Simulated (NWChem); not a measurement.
Na2; SMILES [Na][Na]

```xyz
2

Na     0.0000     0.0000    -1.5551
Na     0.0000     0.0000     1.5551
```
Atoms are numbered in this order, from 1.

Results from NWChem. Pople sets run with spherical d functions. Coordinates come from a PBE-D3(BJ)/def2-SVP optimisation. B3LYP is NWChem's, with the RPA form of VWN correlation. GIAO values for the isolated, static molecule; σ is the absolute isotropic shielding.

Estimate the computed values for B3LYP/6-31G*. Quantities: σ Na1 (ppm).


```
Property     Value
-----------  -----
σ Na1 (ppm)  610.9
```
